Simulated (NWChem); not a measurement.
allene (C$_{3}$H$_{4}$); SMILES C(=C)=C

Computed with NWChem. Pople sets run with spherical d functions. Coordinates come from a PBE-D3(BJ)/def2-SVP optimisation.

Problem. Order these by “highest occupied level (eV)”, lowest first: TPSS/6-311G**; TPSS/6-31G*; TPSS/STO-3G.

Solution. TPSS/6-311G** (-6.47), TPSS/6-31G* (-6.24), TPSS/STO-3G (-4.75)
